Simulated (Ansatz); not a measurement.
Process, species as SMILES: C=[SiH2] (CH2-SiH2) + 2 [H][H] (H2) → C (CH4) + [SiH4] (SiH4)
B3LYP-D3(BJ)/def2-TZVP geometries, fixed; electronic energies without zero-point terms.

Basis-set convergence of the energy of full hydrogenation at wB97M-V with Ansatz (a first-principles code). Cartesian d functions, on some or all atoms, in 6-31G*; all else is spherical. The program fits the integrals of some runs and decomposes those of others, by size. The functional holds VV10 correlation; no added dispersion term, no relativity. Functions are those of the species that has most. Reference: the value in aug-pcseg-3, -65.96 kcal/mol, itself unsure by roughly 0.04 kcal/mol (its mean distance from aug-cc-pV(Q+d)Z, cc-pV(5+d)Z, def2-QZVPPD). Deviations are taken from unrounded values. Cost is core time over that of pcseg-0, rough, on shared machines of one kind.

```json
[
 {"basis": "STO-3G", "functions": "18", "energy of full hydrogenation (kcal/mol)": "-98.18", "minus reference (kcal/mol)": "-32.22", "cost": "0.8×"},
 {"basis": "pcseg-0", "functions": "30", "energy of full hydrogenation (kcal/mol)": "-64.17", "minus reference (kcal/mol)": "1.78", "cost": "1×"},
 {"basis": "6-31G*", "functions": "42", "energy of full hydrogenation (kcal/mol)": "-70.02", "minus reference (kcal/mol)": "-4.06", "cost": "1×"},
 {"basis": "def2-SVP", "functions": "52", "energy of full hydrogenation (kcal/mol)": "-71.31", "minus reference (kcal/mol)": "-5.35", "cost": "1×"},
 {"basis": "cc-pV(D+d)Z", "functions": "57", "energy of full hydrogenation (kcal/mol)": "-70.42", "minus reference (kcal/mol)": "-4.46", "cost": "1×"},
 {"basis": "def2-SVPD", "functions": "76", "energy of full hydrogenation (kcal/mol)": "-71.27", "minus reference (kcal/mol)": "-5.31", "cost": "2×"},
 {"basis": "aug-pcseg-1", "functions": "86", "energy of full hydrogenation (kcal/mol)": "-68.21", "minus reference (kcal/mol)": "-2.26", "cost": "3×"},
 {"basis": "def2-TZVPPD", "functions": "153", "energy of full hydrogenation (kcal/mol)": "-66.33", "minus reference (kcal/mol)": "-0.37", "cost": "4×"},
 {"basis": "6-311++G(3df,3pd)", "functions": "158", "energy of full hydrogenation (kcal/mol)": "-66.10", "minus reference (kcal/mol)": "-0.15", "cost": "4×"},
 {"basis": "aug-pcseg-2", "functions": "188", "energy of full hydrogenation (kcal/mol)": "-66.59", "minus reference (kcal/mol)": "-0.63", "cost": "5×"},
 {"basis": "aug-cc-pV(T+d)Z", "functions": "193", "energy of full hydrogenation (kcal/mol)": "-66.19", "minus reference (kcal/mol)": "-0.23", "cost": "6×"},
 {"basis": "cc-pV(Q+d)Z", "functions": "239", "energy of full hydrogenation (kcal/mol)": "-66.01", "minus reference (kcal/mol)": "-0.06", "cost": "5×"},
 {"basis": "cc-pV(5+d)Z", "functions": "411", "energy of full hydrogenation (kcal/mol)": "-65.94", "minus reference (kcal/mol)": "0.01", "cost": "10×"}
]
```
